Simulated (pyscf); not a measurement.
A first-order saddle from PySCF, ωB97X-D3(BJ)/def2-SVP:

```
Si
H 1 1.4876
H 1 1.4912 2 110.55
H 1 1.5714 2 109.14 3 -118.62
H 4 1.2503 3 145.69 1 -179.00
S 1 2.1389 2 105.87 3 121.47
H 6 1.3479 1 94.96 2 -177.92
```
Charge 0, spin multiplicity 2.

Surface: doublet, charge 0. Lowest wavenumbers (cm⁻¹): 912i, 145, 185, 278, 536.

Question: Name the species on either side of this saddle.

Answer: `[SiH3][SH]` + `[H]` [doublet] ⇌ `[SiH2][SH]` [doublet] + `[H][H]`, a hydrogen abstraction read from left to right: H–Si broken and H–H formed. At ωB97M-D3(BJ)/def2-TZVP it lies +18.0 kJ/mol from the left side and +74.1 kJ/mol from the right (each side as separated species at their lowest minima found). This is the saddle that the search found; another between the same sides may lie lower. The angle at the transferred H is 179°.
